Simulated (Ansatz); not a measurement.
## Sr₂V: from a trial structure to a relaxed crystal

All numbers below come from Ansatz, DFT PBE, scalar-relativistic, plane waves, PAW. Cutoff 420 eV, Γ-centred k mesh, Gaussian smearing, collinear spin, first started from parallel moments.

Sr₂V was placed on the tetragonal zirconia structure type (P4_2/nmc, No. 137), with V in place of Zr, Sr in place of O, at a guessed volume.

```
Sr V
1.0
     4.87497    0.00000    0.00000
     0.00000    4.87497    0.00000
     0.00000    0.00000    7.01808
Sr V
4 2
Direct
  0.00000 0.50000 0.20300
  0.00000 0.50000 0.70300
  0.50000 0.00000 0.29700
  0.50000 0.00000 0.79700
  0.00000 0.00000 0.00000
  0.50000 0.50000 0.50000
```

Cell and atoms relax at zero pressure; the relaxation can't lower the symmetry of the start. After a coarse first stage the cell is made exact in the group found at 0.06 Å.

Formation energies are uncorrected and refer to the elements' standard structures at the same level.

Question: What does it relax into?

Answer: It ends in Fm-3m (No. 225). The result has the fluorite structure. Conventional cell: a = 8.049 Å. Sr has 4 V at 3.49 Å and 6 Sr at 4.02 Å; V is coordinated by 8 Sr at 3.49 Å.

```cif
data_structure
_symmetry_space_group_name_H-M 'Fm-3m'
_symmetry_Int_Tables_number 225
_cell_length_a 8.0494
_cell_length_b 8.0494
_cell_length_c 8.0494
_cell_angle_alpha 90.000
_cell_angle_beta 90.000
_cell_angle_gamma 90.000
_cell_volume 521.54
loop_
_atom_site_label
_atom_site_type_symbol
_atom_site_symmetry_multiplicity
_atom_site_Wyckoff_symbol
_atom_site_fract_x
_atom_site_fract_y
_atom_site_fract_z
_atom_site_occupancy
Sr1 Sr 8 c 0.25000 0.25000 0.75000 1
V1 V 4 a 0.00000 0.00000 0.00000 1
```

Question: What are its volume, energy, gap and moment?

Answer: The volume per atom is 43.46 Å³ and the density is 2.88 g/cm³. The energy over the elements is 0.86 eV/atom. The gap on the 10×10×10 mesh is 0 eV (a metal) and the net moment per atom is 1.66 μB. The largest site moment is 3.61 μB.

The final run used a 10×10×10 mesh on its 3-atom cell and 0.10 eV smearing. The k mesh leaves about 4 meV/atom of noise in metals. A structure relaxed within its symmetry needn't be a true minimum. The steps took roughly 6 core-minutes in all.